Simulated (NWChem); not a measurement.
All runs are NWChem calculations. System: hydrogen chloride (HCl), charge 0, spin multiplicity 1, at a geometry optimised with B3LYP/def2-SVP. Level: MP2/cc-pVQZ, 5 core orbitals frozen.

Input file:

```
start mol
memory heap 200 mb stack 900 mb global 1100 mb
geometry units angstroms nocenter noautoz
  Cl     0.000000     0.000000     0.071649
  H      0.000000     0.000000    -1.218034
  symmetry group C2v
end
basis spherical
  * library cc-pvqz
end
scf
  rhf
  nopen 0
  maxiter 100
  thresh 1e-7
  semidirect memsize 60000000 filesize 0
end
mp2
  freeze core 5
end
task mp2 energy
```

Part of the output:

```
             Northwest Computational Chemistry Package (NWChem) 7.3.0
             --------------------------------------------------------

                                NWChem Input Module
                                -------------------

 Scaling coordinates for geometry "geometry" by  1.889725989
 (inverse scale =  0.529177249)

 Turning off AUTOSYM since
 SYMMETRY directive was detected!

                             Geometry "geometry" -> ""
                             -------------------------

 Output coordinates in angstroms (scale by  1.889725989 to convert to a.u.)

  No.       Tag          Charge          X              Y              Z
 ---- ---------------- ---------- -------------- -------------- --------------
    1 Cl                  17.0000     0.00000000     0.00000000     0.07164900
    2 H                    1.0000     0.00000000     0.00000000    -1.21803400

 Effective nuclear repulsion energy (a.u.)       6.9753677710

            Nuclear Dipole moment (a.u.)
            ----------------------------
        X                 Y               Z
 ---------------- ---------------- ----------------
     0.0000000000     0.0000000000    -0.0000018897

      Symmetry information
      --------------------

 Group name             C2v
 Group number             16
 Group order               4
 No. of unique centers     2

      Symmetry unique atoms

     1    2


 Summary of "ao basis" -> "" (spherical)
 ------------------------------------------------------------------------------
       Tag                 Description            Shells   Functions and Types
 ---------------- ------------------------------  ------  ---------------------
 *                          cc-pvqz                   on all atoms

 Summary of "ao basis" -> "ao basis" (spherical)
 ------------------------------------------------------------------------------
       Tag                 Description            Shells   Functions and Types
 ---------------- ------------------------------  ------  ---------------------
 Cl                         cc-pvqz                 17       59   6s5p3d2f1g
[...]
     1   1 0 0     -0.000000      0.000000      0.000000
     1   0 1 0     -0.000000      0.000000      0.000000
     1   0 0 1     -0.486712      0.000000     -0.000002

     2   2 0 0    -10.451053      0.000000      0.000000
     2   1 1 0     -0.000000      0.000000      0.000000
     2   1 0 1      0.000000      0.000000      0.000000
     2   0 2 0    -10.451053      0.000000      0.000000
     2   0 1 1      0.000000      0.000000      0.000000
     2   0 0 2     -7.670786      0.000000      5.609705

                   NWChem MP2 Semi-direct Energy/Gradient Module
                   ---------------------------------------------

  Basis functions       =     89
  Molecular orbitals    =     89
  Frozen core           =      5
  Frozen virtuals       =      0
  Active alpha occupied =      4
  Active beta occupied  =      4
  Active alpha virtual  =     80
  Active beta virtual   =     80
  Use MO symmetry       = T
  Use skeleton AO sym   = T

  AO/Fock/Back tols     =   1.0D-09  1.0D-09  1.0D-09

 GA uses MA = F    GA memory limited = T

 Available:
  local mem=  1.26D+08
 global mem=  1.44D+08
 local disk=  0.00D+00
  mp2_memr nvloc                    80
  nvloc new                    80
   1 passes of   4:        7340032                      42597                   4371064.
   1 passes of   4: M    126152393           G      144163358           F     118812361.

 Semi-direct pass number   1 of   1  for RHF alpha+beta  at        3.2s
  vrange nnbf                  4005
  mp2_eaftype                    16  avail_ma_in_mb                  1099
 EAF : mp2_eaftype filesize          16    2185532.
  mp2_eaf for mointskh                     16
Node 0 wrote     10.3 Mb in      0.0 s     Agg I/O rate:  2152.2 Mb/s
 Done moints_semi at        9.8s
  mp2_eaftype                    16  avail_ma_in_mb                  1083
 EAF : mp2_eaftype filesize          16    2185532.
  mp2_eaf for kh                    16
 Done maket at        9.9s
 Done multipass loop at        9.9s

          -------------------------------------------
          SCF energy                -460.110909888159
          Correlation energy          -0.222641953778
          Singlet pairs               -0.148401333204
          Triplet pairs               -0.074240620574
          Total MP2 energy          -460.333551841937
          -------------------------------------------

          ---------------------------------------------------
                    Spin Component Scaled (SCS) MP2
          Same spin pairs                     -0.049493747049
          Same spin scaling factor             0.333333333333
          Opposite spin pairs                 -0.173148206729
          Opposite spin scaling fact.          1.200000000000
          SCS-MP2 correlation energy          -0.224275763758
          Total SCS-MP2 energy              -460.335185651917
          ---------------------------------------------------

 -----------------------
 Performance information
 -----------------------

 Timer overhead =  2.34D-07 seconds/call

               Nr. of calls         CPU time (s)                 Wall time (s)                GFlops
             ---------------    -------------------     ------------------------------   -------------------
Name         Min   Avg   Max    Min     Avg     Max     Min     Avg     Max   Mx/calls   Min     Max     Sum
mp2: moin     1     1     1    6.6     6.6     6.6      6.6     6.6     6.6     6.6      0.0     0.0     0.0
mp2: make     1     1     1   6.81E-2 6.81E-2 6.81E-2  6.81E-2 6.81E-2 6.81E-2 6.81E-2   0.0     0.0     0.0
mp2: tota     1     1     1    6.8     6.8     6.8      6.8     6.8     6.8     6.8      0.0     0.0     0.0

 The average no. of pstat calls per process was 3.00D+00
 with a timing overhead of 7.03D-07s

 Task  times  cpu:        9.9s     wall:        9.9s

 Total times  cpu:        9.9s     wall:        9.9s
```
